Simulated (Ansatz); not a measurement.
## Sc: which structure is lowest?

Method: DFT, PBEsol, plane waves (420 eV) with PAW, scalar-relativistic (Ansatz 0.2.0). (PAW data from PBE, frozen cores regenerated.)

Each structure is relaxed within its own symmetry, so a high-lying one may be dynamically unstable.

```tsv
structure	ΔE (meV/atom)	V (Å³/atom)	cell	magnetic state
hcp	0	23.72	a = 3.275 Å, c = 5.105 Å (c/a = 1.559)	spin not included
dhcp	23	23.68	a = 3.247 Å, c = 10.373 Å (c/a = 3.194)	spin not included
fcc	48	23.70	a = 4.560 Å	spin not included
omega (AlB2-type)	58	23.53	a = 5.063 Å, c = 3.180 Å (c/a = 0.628)	spin not included
bcc	111	23.94	a = 3.631 Å	spin not included
A15	250	24.55	a = 5.813 Å	spin not included
beta-Sn type	412	23.62	a = 5.545 Å, c = 3.073 Å (c/a = 0.554)	spin not included
simple cubic	769	24.85	a = 2.918 Å	spin not included
diamond	2033	31.25	a = 6.300 Å	spin not included
```

ΔE counts from hcp.

Differences under about 8 meV lie within the error of the k-point mesh.
